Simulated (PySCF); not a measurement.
Bonds (- single, = double, # triple, : aromatic): N1-C2, C2-C3, C3-C4, C4-C5, C5-C6, C6-C2. N1 carries H7, H8; C2 carries H9; C3 carries H10, H11; C4 carries H12, H13; C5 carries H14, H15; C6 carries H16, H17. H11, H12, H14, H17 are cis to N1 on the ring; H10, H13, H15, H16 are trans to N1 on the ring.

GIAO shifts from PySCF 2.14.0 with density-fitted response routines on PBE0-D3(BJ)/def2-TZVP geometries (one conformer, non-relativistic, equivalent nuclei averaged), against TMS at the same level and in the same medium; PCM means IEF-PCM chloroform.

Measured (solution, not stated per compound (mostly CDCl3 or CCl4); Pretsch, Buehlmann, Badertscher, Structure Determination of Organic Compounds, 4th ed. (2009)): C2 53.4, C3/C6 36.4, C4/C5 24.0 ppm.

Which unscaled values do B97-2/pcSseg-2, gas; WP04/pcSseg-2, PCM; wB97X-D/pcSseg-2, PCM give, and how close are they?

## Answers


| atoms | measured | B97-2/pcSseg-2, gas | WP04/pcSseg-2, PCM | wB97X-D/pcSseg-2, PCM |
| --- | --- | --- | --- | --- |
| C2 | 53.4 | 57.6 | 61.7 | 57.8 |
| C3/C6 | 36.4 | 43.0 | 44.1 | 43.2 |
| C4/C5 | 24.0 | 31.8 | 33.9 | 31.8 |

Mean absolute error for ¹³C: B97-2/pcSseg-2, gas 6.2, WP04/pcSseg-2, PCM 8.6, wB97X-D/pcSseg-2, PCM 6.3 ppm.

The carbons averaged at δ 43.0 differ by 8 ppm in this conformer.
